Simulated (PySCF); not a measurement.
C2H (doublet state).
Numbering: `[C:1]#[CH:2]` (hydrogens: H3 on C2)

Geometry (PBE0-D3(BJ)/def2-SVP, Å), atoms numbered from 1 in this order:
```xyz
3
C2H angstrom
C      1.1662    0.2418   -0.0127
C     -0.0373    0.0963   -0.0079
H     -1.1059   -0.0327   -0.0045
```

Method: UHF, IGLO-III on C, pcH-1 on H, non-relativistic, mean-field spin-orbit, GIAO (PySCF). Geometry: PBE0-D3(BJ)/def2-SVP; no solvent, vibrations or thermal averaging.

Output of the driver script (its header reads UKS for Hartree–Fock too). The program numbers atoms from 0.

```
UKS, final grid
  cycle   1  E = -76.12327345  |g| = 2.19e-01
  cycle   2  E = -76.15603962  |g| = 1.03e-01
  cycle   3  E = -76.16113560  |g| = 2.87e-02
  cycle   4  E = -76.16203118  |g| = 9.75e-03
  ...
  cycle  13  E = -76.16227956  |g| = 2.23e-04
  cycle  14  E = -76.16227862  |g| = 2.10e-04
  cycle  15  E = -76.16227437  |g| = 1.34e-04
  cycle  16  E = -76.16227252  |g| = 8.03e-05
  cycle  17  E = -76.16227231  |g| = 3.24e-05
  cycle  18  E = -76.16227225  |g| = 3.56e-05
  cycle  19  E = -76.16227225  |g| = 8.70e-06
internal stability: unstable
restart along the unstable mode
  cycle   1  E = -76.14752393  |g| = 8.91e-02
  cycle   2  E = -76.15424418  |g| = 5.18e-02
  cycle   3  E = -76.15668994  |g| = 2.73e-02
  cycle   4  E = -76.15888234  |g| = 1.20e-02
  cycle   5  E = -76.15951216  |g| = 8.55e-03
  cycle   6  E = -76.15995960  |g| = 7.03e-03
  cycle   7  E = -76.16041740  |g| = 6.04e-03
  cycle   8  E = -76.16088422  |g| = 5.42e-03
  cycle   9  E = -76.16131446  |g| = 4.79e-03
  cycle  10  E = -76.16178748  |g| = 4.05e-03
  cycle  11  E = -76.16196652  |g| = 3.61e-03
  cycle  12  E = -76.16221066  |g| = 3.18e-03
  cycle  13  E = -76.16232904  |g| = 2.18e-03
  cycle  14  E = -76.16246764  |g| = 1.91e-03
  cycle  15  E = -76.16247957  |g| = 1.10e-03
  cycle  16  E = -76.16250490  |g| = 1.97e-03
  cycle  17  E = -76.16251306  |g| = 1.39e-03
  cycle  18  E = -76.16251719  |g| = 5.24e-04
  cycle  19  E = -76.16251953  |g| = 3.65e-04
  cycle  20  E = -76.16252143  |g| = 1.99e-04
  cycle  21  E = -76.16252212  |g| = 1.45e-04
  cycle  22  E = -76.16252224  |g| = 4.95e-05
  cycle  23  E = -76.16252225  |g| = 2.81e-05
  cycle  24  E = -76.16252225  |g| = 1.35e-05
  cycle  25  E = -76.16252225  |g| = 8.48e-06
  cycle  26  E = -76.16252226  |g| = 5.67e-06
  cycle  27  E = -76.16252226  |g| = 2.79e-06
  cycle  28  E = -76.16252226  |g| = 8.88e-07
internal stability: stable
E = -76.16252226 Eh   <S^2> = 0.8022 (exact 0.7500)
g shifts (ppm)      1          2          3
  rmc          -124       -124       -124
  gc              1         36         33
  oz_so         -17       1287      24241
  total        -140       1199      24149
hyperfine (MHz)  atom isotope    a_iso     a_fc   dipolar eigenvalues
    0   13C      32.31      32.31    -50.91    -40.39     91.30
    1   13C      81.39      81.39    -52.91    -46.01     98.91
    2    1H     -93.15     -93.15    -28.06     -7.64     35.70
```

Question: Find the weak point of this converged calculation.

Answer: The SCF has put the spin on other atoms than B3LYP does at this geometry: the Mulliken populations here are C2 +0.78, C1 +0.27, there C1 +1.11, C2 -0.14 (atoms counted from 1). The species is linear, yet the g tensor isn't that of a Σ state, which would be axial with no orbital-Zeeman term along the axis. Here the shifts are -140, 1199, 24149 ppm, with orbital-Zeeman/spin–orbit parts of -17, 1287, 24241 ppm. That is what a determinant gives that fills the components of a degenerate π or δ shell unevenly. Such a state carries orbital angular momentum about the axis, which this second-order treatment can't describe. At the same geometry and basis B3LYP gives ⟨S²⟩ = 0.774, g_iso = 2.0024 (here 2.0107) and a(13C, atom 0 as the log counts) = 1078.1 MHz (here 32.3, class means).

Time: 2.6 s of wall time. Hardware: an Arm Neoverse V1 with one thread, on a shared host.
